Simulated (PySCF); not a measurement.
Protons, H atoms and electrons added to or taken from C1=CC1. Isolated molecules, 0 K electronic values unless said otherwise. Strings in code marks are SMILES.

Level of theory: PBE-D3(BJ)/def2-TZVP // B3LYP-D3(BJ)/def2-TZVP run with PySCF 2.14.0. 

```
species                               dipole moment (D)
------------------------------------  -----------------
neutral parent (`C1=CC1`)                          0.48
H atom removed from C1 (`[C]1=CC1`)                 ___
H atom removed from C3 (`C1=C[CH]1`)               1.52
```

Question: Complete the blanks.

Answer: 
- H atom removed from C1 (`[C]1=CC1`), dipole moment (D): 1.70
